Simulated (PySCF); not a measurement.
How the method moves the HOMO and LUMO of `O=C=S`

Species: COS.
Cartesian coordinates in Å at the PBE0-D3(BJ)/def2-SVP level; atoms count from 1:
```xyz
3
COS angstrom
O     -1.2836    0.2527    0.0000
C     -0.1347    0.1207    0.0000
S      1.4184   -0.0630    0.0000
```

Basis pcSseg-2 throughout (PySCF), one geometry. Isolated species at its PBE0-D3(BJ)/def2-SVP geometry, gas phase.

Task: How do the orbital energies, the gap and the dipole change with the method?

Result: 
```tsv
method	kind	HOMO (eV)	LUMO (eV)	gap (eV)	μ (D)	SCF cycles
BLYP	GGA	-7.32	-1.76	5.56	0.72	15
B97-D	GGA	-7.46	-1.80	5.65	0.67	15
PBE	GGA	-7.48	-1.87	5.61	0.67	14
OPBE	GGA	-7.53	-1.80	5.73	0.58	16
KT2	GGA	-7.54	-1.82	5.72	0.69	16
BP86	GGA	-7.57	-1.96	5.62	0.66	15
KT3	GGA	-7.57	-1.84	5.73	0.68	15
LDA	LDA	-7.65	-2.09	5.56	0.76	15
B3LYP	global hybrid	-8.45	-1.15	7.31	0.74	13
B97-2	global hybrid	-8.46	-0.96	7.50	0.68	14
PBE0	global hybrid	-8.70	-0.90	7.81	0.69	13
mPW1PW91	global hybrid	-8.72	-0.92	7.81	0.70	13
BHandHLYP	global hybrid	-9.77	0.19	9.96	0.77	12
CAM-B3LYP	range-separated hybrid	-9.98	0.24	10.22	0.72	12
wB97X-D	range-separated hybrid	-10.51	0.91	11.43	0.63	14
LC-wPBE	range-separated hybrid	-11.32	1.40	12.71	0.57	14
HF	Hartree–Fock	-11.45	2.96	14.41	0.69	10
```

The HOMO spans 4.14 eV, from BLYP down to HF, and the gap runs from 5.56 eV (BLYP) to 14.41 eV (HF). Over the methods BLYP (0 %), B97-D (0 %), PBE (0 %), OPBE (0 %), KT2 (0 %), BP86 (0 %), KT3 (0 %), LDA (0 %), B3LYP (20 %), B97-2 (21 %), PBE0 (25 %), mPW1PW91 (25 %), BHandHLYP (50 %), HF (100 %), a straight line through the gap against the share of exact exchange rises by 0.87 eV for each 10 % (correlation coefficient 1.000). The dipole ranges from 0.57 D (LC-wPBE) to 0.77 D (BHandHLYP). This basis has no diffuse functions.

Reference dipole: 0.71 D (measured, gas; NIST CCCBDB Release 22 (SRD 101), experimental dipoles); nearest here: CAM-B3LYP (0.72 D) and BLYP (0.72 D).
